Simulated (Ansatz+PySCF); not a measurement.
**singlet LiF: levels of theory in one basis**

```xyz
2

Li    0.0000    0.0000   -1.0570
F     0.0000    0.0000    0.3523
```

Basis set: def2-SVP (spherical functions). Correlated methods keep 1 orbital frozen. Charge 0, multiplicity 1.

Computed with Ansatz (development build ahead of 0.2.0); each method stands on the lowest determinant of its kind that the runs found. NEVPT2 correlates all electrons. Active spaces start from the frontier orbitals, and the lowest solution found is given.

| method | E − E(RHF) (eV) | <S²> of the determinant |
| --- | --- | --- |
| RHF | 0.00 | 0.00 |
| RHF-MP2 | -5.55 | – |
| RHF-CCSD | -5.59 | – |
| RHF-CCSD(T) | -5.64 | – |
| SC-NEVPT2(6,6) | -5.29 | – |

What does CASSCF(6,6) give on the same scale?

-2.49 eV.

Is a single determinant a sound starting point here?

By this sign, yes. Unrestricted orbitals gain 0.00 eV and <S²> is 0.00 against 0.00 for a pure state. The CASSCF(6,6) natural occupations are 1.98, 1.98, 1.98, 0.02, 0.02, 0.02.
